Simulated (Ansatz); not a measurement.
# A Morse fit to a bond in CH2, triplet, and a point to predict

Starting geometry (PBE0/def2-TZVP stationary point for this spin, which needn't be the lowest; state B1):

```xyz
3

C     0.0000   -0.0596    0.0000
H     0.0000    0.3549   -0.9962
H     0.0000    0.3549    0.9962
```

Atom H2 moves along the line of the distance C1-H2, all else staying in place. Energies are in eV from the starting point at each level.

Basis cc-pVDZ; Ansatz 0.2.0. Only valence electrons are correlated (noble-gas cores frozen). R marks a restricted (for open shells ROHF) determinant, U an unrestricted one.

Full CI is exact within this basis and frozen core; it isn't the basis-set limit. The frozen core follows each run's orbitals, which can shift R against U totals by a few meV.

```json
{"distance C1-H2 (Å)": "0.880", "full CI": "1.297", "UCCSD(T)": "1.295"}
{"distance C1-H2 (Å)": "0.989", "full CI": "0.246", "UCCSD(T)": "0.245"}
{"distance C1-H2 (Å)": "1.079", "full CI": "0.000", "UCCSD(T)": "0.000"}
{"distance C1-H2 (Å)": "1.182", "full CI": "0.113", "UCCSD(T)": "0.114"}
{"distance C1-H2 (Å)": "1.346", "full CI": "0.725", "UCCSD(T)": "0.730"}
{"distance C1-H2 (Å)": "1.499", "full CI": "1.467", "UCCSD(T)": "1.476"}
{"distance C1-H2 (Å)": "1.734", "full CI": "?", "UCCSD(T)": "?"}
{"distance C1-H2 (Å)": "1.956", "full CI": "3.390", "UCCSD(T)": "3.443"}
{"distance C1-H2 (Å)": "2.395", "full CI": "4.275", "UCCSD(T)": "4.348"}
{"distance C1-H2 (Å)": "2.950", "full CI": "4.464", "UCCSD(T)": "4.472"}
{"distance C1-H2 (Å)": "3.598", "full CI": "4.468", "UCCSD(T)": "4.472"}
```

A Morse curve E(r) = E0 + De (1 − exp(−a (r − re)))² is laid through the three points about the minimum (0.989, 1.079, 1.182 Å), with E0 + De set to the last point:

```csv
level,re (Å),a (1/Å),E0 (eV),De (eV),k = 2 De a² (eV/Å²)
full CI,1.094,2.017,-0.004,4.472,36.4
UCCSD(T),1.094,2.017,-0.004,4.476,36.4
```

Problem. Use the full-CI fit to predict the withheld energy at 1.734 Å.

Solution. exp(−2.017 × (1.734 − 1.094)) = 0.2750; E = -0.004 + 4.472 × (1 − 0.2750)² = 2.347 eV. Full CI in cc-pVDZ gives 2.567 eV, so the Morse form is 0.220 eV too low there (4.9 % of De). At the other points past the fit it misses by up to 0.43 eV (at 2.395 Å), so the curve isn't Morse-like throughout. UCCSD(T) gives 2.599 eV.

Unrestricted rows (U) aren't spin-pure: their determinants' ⟨S²⟩ exceeds S(S+1) by up to 0.36, so they mix in states of higher spin. Coupled cluster chose its determinant by a search with trial CCSD, here up to 0.29 eV above the lowest Hartree–Fock solution of its kind.

De here is the energy of pulling rigid fragments apart in this basis, without relaxation or zero-point terms.
